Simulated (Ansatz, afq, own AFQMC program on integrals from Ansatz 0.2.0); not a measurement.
AFQMC on a folder of integrals that Ansatz 0.2.0 wrote.

```yaml
crystal:
  periodic: [false, false, false]
  atoms:
    - {symbol: B, position_ang: [0.000000, 0.000000, 0.000000]}
    - {symbol: N, position_ang: [0.000000, 0.000000, 1.275000]}
basis:
  gaussian: {orbitals: 6-31G}
total_charge: 1
magnetization: {spin_polarized: true, initial_magnetization: 1}
correlation: {method: ccsd_t, electrons: outside_noble_gas, hamiltonian_folder: ham}
```

```sh
$ ansatz run in.yaml --threads 1 --pin off --events-out ev --progress --plain --max-ram 16896MiB --backend cuda --devices 0, --max-vram 18GiB
```

afq runs on the folder ham with

```
--method free --trial mp1 --walkers 200 --time-step 0.02 --max-blocks 120 --target-error 0.00064 --factor-cut 1e-06 --seed 9826 --times 0.0,0.5,1.0,2.0,3.0,4.0 --taylor-order 4
```

Times are imaginary, in 1/Eh. The walk had a cap of 60 s.

```
orbitals 16  electrons 4 3  factors 108 of 258
reference energy -78.56436493 Eh
CCSD correlation -0.10496775 Eh in 22 cycles, weight of the determinant in the CISD state 0.7302
repeat  energy at the last time / Eh  error
    10  -78.674089  0.000538
    20  -78.674049  0.000370
    30  -78.674126  0.000354
time / (1/Eh)  energy / Eh  error  mean overlap
  0.00  -78.669498  0.000207  1.0486
  0.50  -78.671975  0.000245  1.0454
  1.00  -78.672689  0.000251  1.0419
  2.00  -78.673076  0.000287  1.0421
  3.00  -78.673396  0.000331  1.0552
  4.00  -78.674142  0.000344  1.0565
energy -78.674142 +/- 0.000344 Eh
```

Problem. Estimate how long the walk took on 1 × NVIDIA H100 80GB HBM3 with 2 threads of AMD EPYC 7R13 Processor (Zen 3) (shared host) (the card was shared).

Solution. 8.5 s of wall time.

The run failed at least one of its tests; the cautions name the faults.

Against this walk (error 9.4 meV) on the same determinant: CCSD(T) 15.7 meV higher (within the noise), CCSDT(Q) 168.9 meV lower, CCSDTQ 155.9 meV lower, full CI 158.5 meV lower. The error is statistical, and a free projection of finite length keeps a remainder of its start. The determinant has ⟨S²⟩ = 1.88, so the low cluster orders mix in higher spin, and so can this walk. The projection is still falling at its last time (meV from the last point: 59 ± 7 at 0.50, 40 ± 7 at 1.00, 29 ± 8 at 2.00, 20 ± 9 at 3.00, 0 ± 9 at 4.00), so its energy is a cut-off value, and the gaps above aren't errors of the other methods. Full CI is exact here, so the walk's 158 meV above it is the walk's own error: what remains of the start. The determinant is a poor start (see the cautions), so the low cluster orders aren't to be relied on, and full CI is the sure value.

Cautions: remainder of the start not in the error; start not forgotten; start is not spin pure; strong correlation (T1 0.109, weight of the determinant 0.73, largest double 0.20); unrestricted determinant spin contaminated (⟨S²⟩ 1.88 against 0.75); CCSD(T) is in doubt: in a space of 7 electrons in 8 natural orbitals full CI lies 134 meV below it; the next higher spin lies close (full CI puts it 90 meV above).

CCSDT and higher add their correlation energy to the determinant of the CCSD(T) run, since their own runs factorise the integrals more tightly (a shift of under 2 meV).
